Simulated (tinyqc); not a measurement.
Inside a calculation. Method: Hueckel theory of the pi electrons, for the molecule Oc1cccs1 (SMILES; centres numbered as the heavy atoms are written). One step of it, computed by the program tinyqc.

Task: Orbitals. Diagonalise; E = alpha + x beta with beta < 0, so the largest x are filled first; degenerate levels share their electrons. P = sum n_i c_ri c_si; each orbital has its largest coefficient positive (the first on a tie).

Hueckel matrix in units of beta (H = alpha + beta A):
```
          1O        2C        3C        4C        5C        6S
1O  2.000000  0.800000  0.000000  0.000000  0.000000  0.000000
2C  0.800000  0.000000  1.000000  0.000000  0.000000  0.650000
3C  0.000000  1.000000  0.000000  1.000000  0.000000  0.000000
4C  0.000000  0.000000  1.000000  0.000000  1.000000  0.000000
5C  0.000000  0.000000  0.000000  1.000000  0.000000  0.650000
6S  0.000000  0.650000  0.000000  0.000000  0.650000  1.000000
```

pi electrons, sum of z_r less the charge = 8

Give: x values; occupations; coefficients; charge and bond-order matrix P.

Result:

x values: 2.4303  1.7575  1.0000  0.4773  -1.0194  -1.6456

occupations: 2.0000  2.0000  2.0000  2.0000  0.0000  0.0000

coefficients:
```
       MO1      MO2      MO3      MO4      MO5      MO6
1O  0.8048  -0.4927   0.0000   0.2789  -0.1527   0.0922
2C  0.4328   0.1493   0.0000  -0.5308   0.5763  -0.4200
3C  0.2413   0.3324  -0.4785  -0.4314  -0.2237   0.6051
4C  0.1535   0.4349  -0.4785   0.3249  -0.3483  -0.5757
5C  0.1318   0.4319   0.0000   0.5865   0.5787   0.3423
6S  0.2566   0.4988   0.7362  -0.0692  -0.3718   0.0191
```

charge and bond-order matrix P:
```
         1O       2C       3C       4C       5C       6S
1O   1.9364   0.2534  -0.1799  -0.0002   0.1136  -0.1171
2C   0.2534   0.9828   0.7662  -0.0822  -0.3795   0.4446
3C  -0.1799   0.7662   1.1677   0.5409  -0.1553  -0.1894
4C  -0.0002  -0.0822   0.5409   1.0945   0.7973  -0.2370
5C   0.1136  -0.3795  -0.1553   0.7973   1.0958   0.4173
6S  -0.1171   0.4446  -0.1894  -0.2370   0.4173   1.7228
```
